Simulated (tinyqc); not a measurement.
Worked calculation: geometry optimisation on the UHF/sto-6g surface (energies and gradients from PySCF), for CH2, spin multiplicity 3. Computed by tinyqc, a small Python program that keeps every step (integrals from PySCF). Settings: charge = 0, multiplicity = 3, basis = sto-6g, optimiser = bfgs, first Hessian = 0.6, largest step = 0.5, iteration cap = 30. Command: `OMP_NUM_THREADS=1 python tinyqc.py 23045 23046 out.jsonl` (the two numbers bound the seeds that draw the settings). One thread of a shared host (Intel(R) Xeon(R) Processor @ 2.60GHz), about 1 s of CPU time with the checks.

## Step 1: energy and gradient

positions at the start (bohr):
```
           x          y         z
1C  0.115273   0.022677  0.005669
2H  0.030236   1.800909  0.874943
3H  0.051023  -1.918072  0.884392
```

Self-consistent energy and analytic gradient at these positions.

energy = -38.81358552 hartree

gradient (hartree/bohr):
```
              x            y            z
1C  -0.00060349   0.06381510   0.00270948
2H   0.00155186  -0.02404989  -0.01643113
3H  -0.00094836  -0.03976521   0.01372165
```

## Step 1: move

Quasi-Newton step p = -H^(-1) g (first H = 0.6 times the unit matrix); steps longer than 0.5 bohr are cut back.

positions after step 1 (bohr):
```
           x          y         z
1C  0.116279  -0.083682  0.001153
2H  0.027649   1.840992  0.902328
3H  0.052603  -1.851797  0.861522
```

## Step 2: energy and gradient

As before.

energy = -38.81339289 hartree

gradient (hartree/bohr):
```
              x            y            z
1C  -0.00002306  -0.06939251   0.00495748
2H  -0.00144054   0.03773939   0.01421091
3H   0.00146360   0.03165313  -0.01916839
```

## Step 2: move

inverse Hessian in use (bohr^2/hartree), lower triangle:
```
           1          2          3          4          5          6          7         8
1   1.666718
2  -0.000156   1.128808
3  -0.000583   0.038156   1.670876
4  -0.000022  -0.011174   0.001009   1.666441
5  -0.000787   0.292121  -0.010583   0.006386   1.522876
6   0.000307   0.110273  -0.011022   0.002191  -0.064582   1.645538
7  -0.000029   0.011330  -0.000425   0.000247  -0.005599  -0.002498   1.666449
8   0.000943   0.245737  -0.027573   0.004788  -0.148331  -0.045691  -0.005731  1.569260
9   0.000277  -0.148428   0.006813  -0.003200   0.075165   0.032151   0.002923  0.073263

          9
9  1.627703
```

Quasi-Newton step p = -H^(-1) g (the inverse Hessian comes from BFGS updates; coordinates in the order x, y, z of each atom); steps longer than 0.5 bohr are cut back.

positions after step 2 (bohr):
```
           x          y          z
1C  0.116310  -0.028788  -0.002921
2H  0.028784   1.810914   0.891157
3H  0.051437  -1.876613   0.876768
```

## Convergence

Stop when the largest gradient component is below 3e-5 hartree/bohr. The inverse Hessian follows the BFGS update with s = step, y = change of gradient.

Course of the optimisation:
```
step   E (hartree)  largest gradient (hartree/bohr)
1     -38.81358552                         6.38e-02
2     -38.81339289                         6.94e-02
3     -38.81649508                         6.49e-03
4     -38.81659074                         3.32e-03
5     -38.81665602                         3.00e-03
6     -38.81668257                         7.45e-04
7     -38.81668358                         1.23e-04
8     -38.81668361                         5.31e-06
```

Final distances (angstrom):
```
pair   distance
2H-1C  1.077635
3H-1C  1.077633
3H-2H  1.921026
```

Converged in 8 steps.
